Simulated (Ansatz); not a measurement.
System: fluorite CeO₂. Method: rVV10 (PAW; Ansatz, a first-principles code).

Run with plane-wave cutoff 520 eV, 12×12×12 k mesh, Fermi–Dirac smearing 0.01 eV, no spin polarisation, scalar-relativistic PAW data made under PBE.

A third-order Birch–Murnaghan fit to the energies gives V0 = 13.846 Å³/atom, B0 = 175 GPa, B′ = 4.4.

```tsv
V (Å³/atom)	P (GPa)
13.016	12.39
13.293	[?]
13.570	[?]
13.847	-0.01
14.124	[?]
14.400	[?]
14.677	-8.96
```

Q: Estimate the withheld pressures from this fit; the answers are the runs' own values.

A: 
- 13.293, P (GPa): 7.80
- 13.570, P (GPa): 3.69
- 14.124, P (GPa): -3.32
- 14.400, P (GPa): -6.30

The formula P = (3/2) B0 (x^(7/3) − x^(5/3)) [1 + (3/4)(B′ − 4)(x^(2/3) − 1)] with x = V0/V meets the computed pressures within 0.02 GPa when these rounded values are put in.

Measured, for comparison: bulk modulus 220 ± 9 GPa (room temperature, no zero-point or thermal correction, our sources range from 220 to 230; as tabulated in High Pressure Brillouin Spectroscopy and X-ray Diffraction of Cerium Dioxide …); equilibrium volume per atom 13.06 Å³/atom (0 K, extrapolated to 0 K; as tabulated in Stimac et al. (2024), arXiv:2411.06536). Computed (rounded) less measured: bulk modulus -20 % (-20 % to -24 % over the range), equilibrium volume per atom +6.0 %.

Spin–orbit coupling is not included.

Computed values are for the static lattice.
